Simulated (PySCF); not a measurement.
Trifluorophosphine radical anion, PF3 (charge -1 and doublet state).
Bonds: F1–P2, P2–F3, P2–F4.

The species is trifluorophosphine radical anion (`F[P-](F)F`) (charge -1).

Computed, not measured: UKS B3LYP, IGLO-III on F P, non-relativistic, mean-field spin-orbit, GIAO in PySCF. Geometry: PBE0-D3(BJ)/def2-SVP; no solvent, vibrations or thermal averaging. Whether the extra electron is bound in the gas phase wasn't checked; a finite basis holds it in any case. The geometry's basis has no diffuse functions, a weakness for an anion. Stability of the SCF solution: not tested.

Principal values of hyperfine tensors in MHz (contact, dipolar and spin–orbit terms together), for some of the nuclei:

| atom | isotope | A1 | A2 | A3 |
| --- | --- | --- | --- | --- |
| P2 | 31P | -197.39 | -160.91 | 797.34 |
| F1 | 19F | -20.30 | -12.38 | 309.79 |

Give the isotropic coupling of each nucleus in MHz and in mT (g = 2.0020), and the anisotropic part.

a_iso = (A1 + A2 + A3)/3, Ti = Ai − a_iso; 1 mT corresponds to 28.021 MHz. The tensors hold a spin–orbit part: the run splits a_iso into a_FC + a_SO, and T includes its anisotropic share.

```json
{"atom": "P2", "a_iso (MHz)": "146.35", "a_FC": "154.62", "a_SO": "-8.27", "a_iso (mT)": "5.223", "T1": "-343.74", "T2": "-307.26", "T3": "651.00"}
{"atom": "F1", "a_iso (MHz)": "92.37", "a_FC": "88.66", "a_SO": "3.71", "a_iso (mT)": "3.296", "T1": "-112.67", "T2": "-104.75", "T3": "217.42"}
```

What spin density at the nucleus of F1 lies behind its contact coupling (g_N = 5.25774)?

a_FC = 800.24 MHz bohr³ × g_N × ρ(0)/(2S). With a_FC = 88.66 MHz and 2S = 1, ρ(0) = 0.02107 bohr⁻³.

F3 (19F, g_N = 5.25774) isn't in the table. Its spin density at the nucleus is 0.006661 bohr⁻³. What is its contact coupling?

By the same relation, a_FC = 28.0 MHz. The spin–orbit term adds +2.33 MHz. Its full tensor has the principal values -110.31, -77.83, 279.20 MHz.

Name the largest traceless tensor T of the table and describe it.

P2: -343.7, -307.3, 651.0 MHz (the dipolar term alone has -339.8, -302.9, 642.6), nearly axial, close to the ratio −1:−1:+2, the form that spin in one p orbital centred on that nucleus gives.

In a single crystal, with the field along each principal axis of the tensor of F1 in turn, what first-order splitting does this nucleus give (isotropic g, quadrupole terms neglected)?

2 lines (I = 1/2), spaced by |A_i|/(g × 13.996): 0.72, 0.44, 11.06 mT along the axes of A1, A2 and A3.
